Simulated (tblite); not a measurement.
Input of a run (GFN2-xTB geometry optimisation, gas phase (tblite 0.8.0)), started from a force field or distance geometry:
```
{"job": {"kind": "relax", "xc": "GFN2-xTB", "basis": "xTB"}, "charge": 0, "multiplicity": 2}
C      2.253500     0.160700    -0.063100
C      1.422300    -0.393700     0.804600
C      0.010300    -0.410200     0.631900
S     -0.913600    -1.126300     1.775200
C     -0.692700     0.183500    -0.506100
C     -2.023500     0.081800    -0.521500
H      3.314800     0.105700     0.191900
H      1.912300     0.654100    -0.963200
H     -0.195300     0.680600    -1.323500
H     -2.466600    -0.430900     0.327500
H     -2.616100     0.497400    -1.339700
```

Output (eV, eV/Å):
```
step      E/eV     max force
  0    -443.63087    1.954
  1    -443.73067    1.063
  2    -443.80827    0.913
  3    -443.87394    0.622
  4    -443.90907    0.567
  5    -443.93705    0.510
  6    -443.96774    0.582
  7    -443.99333    0.527
  8    -444.00872    0.336
  9    -444.01834    0.284
 10    -444.02611    0.304
 11    -444.03706    0.359
 12    -444.05174    0.343
 13    -444.06479    0.394
 14    -444.07708    0.483
 15    -444.09860    0.665
 16    -444.13201    0.826
 17    -444.18859    0.928
 18    -444.27154    1.037
 19    -444.40421    1.242
 20    -444.56418    1.025
 21    -444.71179    1.441
 22    -444.41311    4.393
 23    -444.86397    0.799
 24    -444.90262    0.527
 25    -444.95365    0.397
 26    -444.99642    0.489
 27    -445.01706    0.497
 28    -445.04431    0.545
 29    -445.07132    0.481
 30    -445.10064    0.527
 31    -445.13530    0.742
 32    -445.16141    0.558
 33    -445.17670    0.403
 34    -445.18549    0.353
 35    -445.19168    0.311
 36    -445.19854    0.196
 37    -445.20542    0.246
 38    -445.21262    0.348
 39    -445.21933    0.259
 40    -445.22640    0.293
 41    -445.23286    0.211
 42    -445.23796    0.193
 43    -445.24327    0.303
 44    -445.24911    0.238
 45    -445.25402    0.186
 46    -445.25665    0.160
 47    -445.25830    0.128
 48    -445.26026    0.199
 49    -445.26327    0.240
 50    -445.26601    0.185
 51    -445.26774    0.091
 52    -445.26864    0.077
 53    -445.26948    0.113
 54    -445.27060    0.129
 55    -445.27163    0.078
 56    -445.27223    0.060
 57    -445.27255    0.052
 58    -445.27290    0.081
 59    -445.27347    0.094
 60    -445.27417    0.075
 61    -445.27483    0.086
 62    -445.27535    0.068
 63    -445.27580    0.050
 64    -445.27617    0.051
 65    -445.27638    0.031
 66    -445.27645    0.015
 67    -445.27648    0.016
 68    -445.27651    0.016
 69    -445.27654    0.013
 70    -445.27657    0.016
 71    -445.27659    0.013
 72    -445.27660    0.012
 73    -445.27664    0.017
 74    -445.27672    0.024
 75    -445.27685    0.029
 76    -445.27702    0.038
 77    -445.27717    0.040
 78    -445.27729    0.037
 79    -445.27743    0.035
 80    -445.27762    0.032
 81    -445.27785    0.038
 82    -445.27804    0.034
 83    -445.27816    0.023
 84    -445.27822    0.016
 85    -445.27826    0.016
 86    -445.27829    0.016
 87    -445.27833    0.015
 88    -445.27836    0.016
 89    -445.27838    0.013
 90    -445.27840    0.009
```

Summarise the run.

The energy falls by 38.0 kcal/mol over 90 L-BFGS steps, the largest force on an atom goes from 1.95 to 0.009 eV/Å, and the atoms move by 0.721 Å rms after alignment. Among the bonds, C2–C3 and C3=S4 change most and about equally (-0.096 to +0.097 Å). Bonds longer at the end by more than 0.005 Å: 1 of 10; shorter: 7. Among the angles that change most is C1–C2–C3, from 123.3° to 177.3°. The energy rose by more than 1e-5 eV at step 22. The first step brought 6 % of the lowering.

What are the final bond lengths?

C1=C2 1.288 Å, C2–C3 1.327 Å, C3=S4 1.733 Å, C3–C5 1.457 Å, C5=C6 1.327 Å, C1–H7 1.080 Å, C1–H8 1.080 Å, C5–H9 1.083 Å, C6–H10 1.078 Å, C6–H11 1.076 Å. Numbering counts from 1 in the input's order; the species is `C=[C]C(=S)C=C` [radical].

Time: 0.45 s wall. Hardware: Arm Neoverse V1, one thread (shared host).

Its GFN2-xTB frequencies are all real (lowest 86 cm⁻¹).

Conformer computed: `[CH2:1]=[C:2][C:3](=[S:4])[CH:5]=[CH2:6]`: C2–C3–C5–C6 180°.

One conformer stands for the species.
